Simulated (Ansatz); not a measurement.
# BH2 (quartet): the correlation ladder, def2-TZVPP

An exercise on one series of results from a longer session: the logs are not shown, and one member is left open.

Computed with Ansatz 0.2.0, Gaussian basis. Level: def2-TZVPP, core rule «outside noble gas», up to 1 orbitals frozen.

Plan: UHF; ROHF; CCSD(T) on UHF.

2 further runs of the same task are left out: 2 set aside as unsound or not needed.

## The system

The geometry is a PBE0/def2-TZVP stationary point (not a proven minimum) of the parent state, kept for this charge and spin.

3 atoms, charge 0, spin multiplicity 4.

Atoms are counted from 1 here; the program's logs count them from 0.

Bond lengths: B1–H2 1.291 Å, B1–H3 1.291 Å. Angles: H2–B1–H3 66.8°.

Geometry (Å):

```xyz
3

B     0.0000    0.0000   -0.1694
H     0.0000    0.7106    0.9083
H     0.0000   -0.7106    0.9083
```

Set-up of the first run:

Contents of in.yaml:

```yaml
crystal:
  periodic: [false, false, false]
  atoms:
    - {symbol: B, position_ang: [0.000000, 0.000000, -0.169375]}
    - {symbol: H, position_ang: [0.000000, 0.710556, 0.908347]}
    - {symbol: H, position_ang: [0.000000, -0.710556, 0.908347]}
basis:
  gaussian: {orbitals: def2-TZVPP}
magnetization: {spin_polarized: true, initial_magnetization: 3}
hamiltonian: {xc: hf}
output: {orbitals: {seedname: orbitals}}
```

Run with:

```bash
$ ansatz run in.yaml --threads 1 --pin off --events-out ev --progress --plain --max-ram 4096MiB --backend cpu
```

Among the steps run: UHF; ROHF; CCSD(T) on UHF.

One table of the session follows, with a row left open; its other results are not shown here.

```
  method  from UCCSD(T) (meV)
    ROHF                    ?
     UHF              +2434.5
    UMP2               +514.6
   UCCSD                +68.7
UCCSD(T)                    0
```

**Question.** Estimate the row for ROHF.

As computed: from UCCSD(T) (meV): +2502.3. In the column «from UCCSD(T) (meV)» it is the highest.
